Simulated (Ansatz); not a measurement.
We consider zinc-blende BeSe, described by RPBE (Ansatz, a quantum-chemistry and plane-wave program, PAW).

The run printed, among other lines:

```
Crystal: 2 atoms, lattice volume = 34.929 Å³
Basis set: ecut = 520 eV, 941 PW (Γ), exchange–correlation on 60×60×60 points (8 copies of the dense FFT grid, shifted against one another)
Bands: 13, of which v1, the nominal top of the filled ones, is band 9 counted from 1 (8 counted from 0)
Symmetry: 24 space group operations
Space group: F-43m (ITA 216), of the structure as read, at distance tolerance 3.3e-5 Å
k-points: 72 of 1728 (time reversal used)
Functional: x = rpbe, c = pbe(β = 0.06672455060314922)
SCF iter   1: F=—  HF=-5570.368504 eV  |F-HF|=—  |Δ(HF+E_count)|=         —  Δρ=1.65e-3  dr2=5.01e-4
SCF iter   2: F=—  HF=-5570.368675 eV  |F-HF|=—  |Δ(HF+E_count)|=   1.71e-4  Δρ=1.07e-3  dr2=2.18e-4
  ...
SCF iter   7: F=—  HF=-5570.368787 eV  |F-HF|=—  |Δ(HF+E_count)|=  3.00e-11  Δρ=6.74e-7  dr2=2.37e-10
SCF iter   8: F=-5570.368787 eV  HF=-5570.368787 eV  |F-HF|=5.46e-12  |Δ(HF+E_count)|=  3.64e-11  Δρ=1.10e-7  dr2=6.13e-12
SCF 1 converged in 8 iterations: F = -5570.368787 eV  dr2 = 6.13e-12
SCF converged after 8 iterations
Free energy (F): -5570.368787 eV
Internal energy: -5570.368787 eV  (E = F + TS)
E sigma→0 (E₀):  -5570.368787 eV
Fermi energy:    8.127427 eV
--- Stress (GPa, compression-positive) ---
        1.471499      -0.000000       0.000000
        0.000000       1.471499       0.000000
       -0.000000       0.000000       1.471499
  P = ⅓ Tr σ = 1.4715 GPa (14.715 kbar)
```

Task: Write an input file that could have produced this run (the log leaves some choices open).

Result: Several could match; the one computed here: 
Ansatz 0.2 input:
```yaml
crystal:
  lattice:
    - [0.0, 2.5944845885, 2.5944845885]
    - [2.5944845885, 0.0, 2.5944845885]
    - [2.5944845885, 2.5944845885, 0.0]
  atoms:
    - { symbol: Be, position: [0.0, 0.0, 0.0] }
    - { symbol: Se, position: [0.25, 0.25, 0.25] }
basis:
  ecutwfc: 520
  ecutrho_ratio: 4
  xc_grid: 2
kpoints:
  mp_grid: { grid: [12, 12, 12] }
hamiltonian:
  xc: rpbe
  dispersion: none
  pseudopotentials: { kind: paw }
scf:
  occupations: { method: fermi_dirac, width: 0.01 }
  convergence: { dr2_threshold: 0.0000000002 }
output:
  forces: true
  stress: true
  eigenvalues: true
```

The cell is one volume of an energy–volume scan, off the minimum.

The PAW data were made under PBE.

Computing time: roughly 3 core-seconds.
